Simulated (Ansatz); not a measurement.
# SiNH (triplet): PBE-QIDH, RPA-PBE over a scan of the distance Si1–N2, 6-31G

Aim: run SiNH (triplet) with these functionals over a scan of the distance Si1–N2, and hold them against the top wave-function level at the same points.

Computed with Ansatz 0.2.0, Gaussian basis. Level: 6-31G, all electrons in the functionals, frozen cores in the correlation of double hybrids and RPA.

To be run: PBE-QIDH, RPA-PBE, at 1.391 Å; 1.547 Å; 1.701 Å; 1.882 Å; 2.050 Å; 2.333 Å; 2.693 Å; 3.092 Å; 3.706 Å; 4.575 Å; 5.696 Å.

7 further runs of the same task are left out: 2 for a known fault of the program, 5 that didn't finish. Runs told in other sessions of the task aren't counted.

## 1. What is computed

The geometry derives from a PBE0/def2-TZVP stationary point (not a proven minimum). One bond is set to the value named and the two fragments are kept rigid.

3 atoms, charge 0, spin multiplicity 3.

Atoms are counted from 1 here; the program's logs count them from 0.

Bond lengths: Si1–N2 1.701 Å, N2–H3 1.020 Å. Angles: Si1–N2–H3 125.4°.

No dispersion term is added.

The geometry shown and the zero of energy belong to the point 1.701 Å. The yardstick, FCI, and other wave-function levels (R restricted, U unrestricted, valence and pair active spaces) come from earlier runs.

## 2. PBE-QIDH, 1.391 Å

The input, in.yaml:

```yaml
crystal:
  periodic: [false, false, false]
  atoms:
    - {symbol: Si, position_ang: [0.000000, 0.023631, 0.498221]}
    - {symbol: N, position_ang: [0.000000, -0.096354, -0.887594]}
    - {symbol: H, position_ang: [0.000000, 0.680522, -1.548224]}
basis:
  gaussian: {orbitals: 6-31G}
magnetization: {spin_polarized: true, initial_magnetization: 2}
hamiltonian: {xc: {name: PBE-QIDH}}
correlation: {electrons: outside_noble_gas}
```

Launch:

```sh
ansatz run in.yaml --threads 1 --pin off --events-out ev --progress --plain --max-ram 4096MiB --backend cpu
```

The runs that follow: PBE-QIDH, 1.547 Å; PBE-QIDH, 1.701 Å; PBE-QIDH, 1.882 Å; PBE-QIDH, 2.050 Å; PBE-QIDH, 2.333 Å; PBE-QIDH, 2.693 Å; PBE-QIDH, 3.092 Å; PBE-QIDH, 3.706 Å; PBE-QIDH, 4.575 Å; PBE-QIDH, 5.696 Å; RPA-PBE, 1.391 Å; RPA-PBE, 1.547 Å; RPA-PBE, 1.701 Å; RPA-PBE, 1.882 Å; RPA-PBE, 2.050 Å; RPA-PBE, 2.333 Å; RPA-PBE, 2.693 Å; RPA-PBE, 3.092 Å; RPA-PBE, 3.706 Å; RPA-PBE, 4.575 Å; RPA-PBE, 5.696 Å.

Before running them: what should the planned runs give, taken together? Wanted: span of the FCI curve; largest miss, PBE-QIDH; largest miss, RPA-PBE.

The runs gave:

```
              quantity                value
 span of the FCI curve             3.488 eV
largest miss, PBE-QIDH  +0.467 eV (2.693 Å)
 largest miss, RPA-PBE  +0.232 eV (3.706 Å)
```

In words: Of the functionals, RPA-PBE keep the smallest largest miss at the points compared (at most 0.232 eV) and PBE-QIDH strays most (0.467 eV, at 2.693 Å). PBE-QIDH, RPA-PBE clearly break the spin symmetry at some points (⟨S²⟩ up to 1.01 above the pure value), so energy there is bought with a mixed spin. Functionals and the yardstick converge differently with the basis, so part of each miss in 6-31G is the basis.
